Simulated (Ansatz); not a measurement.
Relaxation of AlH₄N (6 atoms, charge 0, multiplicity 1), to a largest force component of 0.03 eV/Å in at most 50 steps.

Method: Ansatz, RKS revPBE/def2-SVPD.

```xyz
6
Properties=species:S:1:pos:R:3:forces:R:3
Al -0.090 -0.792 -1.078 0.00 -0.05 0.19
N 1.319 -0.109 1.603 -0.15 0.34 -0.81
H 0.802 0.361 2.356 0.07 -0.05 -0.08
H 2.270 -0.313 1.928 -0.08 0.02 -0.01
H 1.400 0.576 0.819 0.11 -0.24 0.72
H -1.165 0.278 -0.322 0.05 -0.02 -0.01
```

Task: Where does it end, and by what steps?

Result: It converged. After 8 steps the energy has fallen by 0.437 eV; Al1 moved furthest, 0.66 Å. Joined: Al1–N2 (3.10 → 2.30 Å).

```json
{"step": "0", "energy less start (eV)": "0.0000", "largest force component (eV/Å)": "0.805", "accepted": "yes"}
{"step": "1", "energy less start (eV)": "-0.1112", "largest force component (eV/Å)": "0.812", "accepted": "yes"}
{"step": "2", "energy less start (eV)": "-0.2322", "largest force component (eV/Å)": "1.073", "accepted": "yes"}
{"step": "3", "energy less start (eV)": "-0.3874", "largest force component (eV/Å)": "0.205", "accepted": "yes"}
{"step": "4", "energy less start (eV)": "-0.3895", "largest force component (eV/Å)": "0.698", "accepted": "yes"}
{"step": "5", "energy less start (eV)": "-0.4240", "largest force component (eV/Å)": "0.139", "accepted": "yes"}
{"step": "6", "energy less start (eV)": "-0.4334", "largest force component (eV/Å)": "0.069", "accepted": "yes"}
{"step": "7", "energy less start (eV)": "-0.4354", "largest force component (eV/Å)": "0.055", "accepted": "yes"}
{"step": "8", "energy less start (eV)": "-0.4369", "largest force component (eV/Å)": "0.008", "accepted": "yes"}
```

```xyz
6
Properties=species:S:1:pos:R:3
Al 0.085 -0.952 -0.468
N 1.226 0.009 1.280
H 0.594 0.138 2.082
H 2.050 -0.506 1.611
H 1.538 0.952 1.010
H -0.957 0.359 -0.209
```

Whether the end is a true minimum wasn't checked by a vibrational analysis.

Run time: 8.6 s on 2 threads of Intel(R) Xeon(R) Platinum 8259CL CPU @ 2.50GHz (Skylake/Cascade Lake), with other jobs on the host, peak memory 0.14 GiB.
